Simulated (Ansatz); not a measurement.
The first iterations of a band of H2S2Si (5 atoms, charge 0, multiplicity 1).

These are results of RKS B3LYP-D4/6-31G* in Ansatz 0.2.0, not measurements.

```
movable images  : 5
climbing image  : yes
spring          : 5.0 eV/Å²
optimiser       : quadratic models (default)
start path      : through a guess of the saddle point
force threshold : 0.05 eV/Å
iteration limit : 60
end points      : relaxed
```

Image 0:

```xyz
5
Properties=species:S:1:pos:R:3
S -1.919 0.625 0.779
Si -0.508 -0.314 -0.199
S 1.580 0.056 -0.159
H -0.670 -1.449 -1.138
H 1.517 1.082 0.718
```

Image 6:

```xyz
5
Properties=species:S:1:pos:R:3
S -2.357 0.423 0.665
Si -0.597 -0.097 -0.005
S 1.237 0.828 0.539
H -0.298 -1.189 -0.967
H 2.015 0.035 -0.233
```

| iteration | highest image above the first end (eV) | largest band force component (eV/Å) |
| --- | --- | --- |
| 1 | 5.248 | 22.468 |
| 2 | 0.957 | 5.810 |

Problem. Does the band converge within its limit, and where does its top end?

Solution. The forces met the threshold. It ended after 7 iterations with the highest image 0.374 eV above the first end. A vibrational analysis at the climbing image gives one clearly imaginary mode, 353i cm⁻¹: a first-order saddle point.

The run took 30 s on 1 thread of AMD EPYC 9R45 96-Core Processor (Zen 5), with other jobs on the host, peak memory 0.13 GiB.
